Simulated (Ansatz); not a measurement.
Basis-set series for ClFHSi, SMILES `F[SiH]Cl` radical. Charge 0, multiplicity 2. The geometry is a stationary point of PBE0-D4/def2-TZVP.

| functional | basis | functions | energy (Eh) | HOMO (eV) | LUMO (eV) |
| --- | --- | --- | --- | --- | --- |
| PBE0-D4 | def2-SVP | 55 | -849.50249 | -6.76 | -2.90 |
| PBE0-D4 | def2-TZVPP | 129 | -849.89960 | -6.86 | -2.91 |
| ωB97M-V | def2-SVP | 55 | -849.79900 | -8.50 | -1.20 |
| ωB97M-V | def2-TZVPP | 129 | -850.19627 | -8.63 | -1.29 |

Task: Give the rows for def2-QZVPP. (Estimate.)

Result: The calculation gave: 
```csv
functional,basis,functions,energy (Eh),HOMO (eV),LUMO (eV)
PBE0-D4,def2-QZVPP,227,-849.92913,-6.89,-2.96
ωB97M-V,def2-QZVPP,227,-850.22421,-8.68,-1.37
```

HOMO and LUMO are taken over both spins.

Results of the Gaussian-basis code of Ansatz.
